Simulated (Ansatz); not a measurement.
**PNH (quartet): wave-function methods side by side, def2-QZVPP**

The task here is to estimate one member of a computed series from the others.

Program: Ansatz 0.2.0, Gaussian basis. Level of theory: def2-QZVPP, core rule «outside noble gas», up to 6 orbitals frozen. These are calculated values, not measurements.

The runs, in order: UHF; ROHF; CCSD(T) on UHF.

2 further runs of the same task are left out: 2 set aside as unsound or not needed.

### What is computed

The geometry is a PBE0/def2-TZVP stationary point (not a proven minimum) of the parent state, kept for this charge and spin.

3 atoms, charge 0, spin multiplicity 4.

Atoms are counted from 1 here; the program's logs count them from 0.

Bond lengths: N1–P2 1.539 Å, N1–H3 1.016 Å. Angles: P2–N1–H3 124.7°.

As a file:

```xyz
3

N     0.0000   -0.1179    1.0172
P     0.0000    0.0319   -0.5145
H     0.0000    0.6571    1.6748
```

The first run:

Contents of in.yaml:

```yaml
crystal:
  periodic: [false, false, false]
  atoms:
    - {symbol: N, position_ang: [0.000000, -0.117899, 1.017231]}
    - {symbol: P, position_ang: [0.000000, 0.031932, -0.514503]}
    - {symbol: H, position_ang: [0.000000, 0.657116, 1.674759]}
basis:
  gaussian: {orbitals: "def2-QZVPP.json"}
magnetization: {spin_polarized: true, initial_magnetization: 3}
hamiltonian: {xc: hf}
output: {orbitals: {seedname: orbitals}}
```

Run with:

```
$ ansatz run in.yaml --threads 1 --pin off --events-out ev --progress --plain --max-ram 2393MiB
```

Among the steps run: UHF; ROHF; CCSD(T) on UHF.

One table of the session follows, with a row left open; its other results are not shown here.

```
  method  from UCCSD(T) (kJ/mol)
    ROHF                  +884.1
     UHF                  +850.8
    UMP2                       ?
   UCCSD                   +32.9
UCCSD(T)                       0
```

Q: Estimate the row for UMP2 from the others.

As computed: from UCCSD(T) (kJ/mol): +106.9. In the column «from UCCSD(T) (kJ/mol)» it lies between UCCSD (+32.9) and UHF (+850.8).
